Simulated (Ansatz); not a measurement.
C2H3NO, SMILES `NC#CO`. The species carries charge 0 and has multiplicity 1. Geometry: relaxed with PBE0-D4/def2-TZVP. It is one conformer, not always the lowest.

```xyz
7

N     1.452   -0.119    0.634
C     0.235   -0.003    0.059
C    -0.883    0.065   -0.369
O    -2.046    0.191   -0.962
H     2.062   -0.799    0.203
H     1.928    0.755    0.799
H    -2.748   -0.089   -0.363
```

Question: What is the dipole moment at r2SCAN/def2-TZVPP? (An estimate is asked.)

Answer: Ansatz gave: 0.75 D, with components (0.43, -0.17, 0.59) D in this frame, pointing from negative to positive charge.

Question: And with PBE, B3LYP, ωB97M-V? (Estimate.)

Answer: Computed: PBE 0.74 D, B3LYP 0.78 D, ωB97M-V 0.76 D.

Question: Give the Mulliken charges with r2SCAN, ωB97M-V, PBE in def2-TZVPP. (An estimate is asked.)

Answer: The calculation gave: 
```tsv
atom	r2SCAN	ωB97M-V	PBE
N1	-0.37	-0.29	-0.29
C2	0.06	0.07	0.04
C3	0.02	0.00	-0.11
O4	-0.32	-0.28	-0.24
H5	0.18	0.15	0.18
H6	0.18	0.15	0.18
H7	0.24	0.22	0.23
```

B3LYP here is the variant with VWN-RPA as its local correlation; programs differ in this.
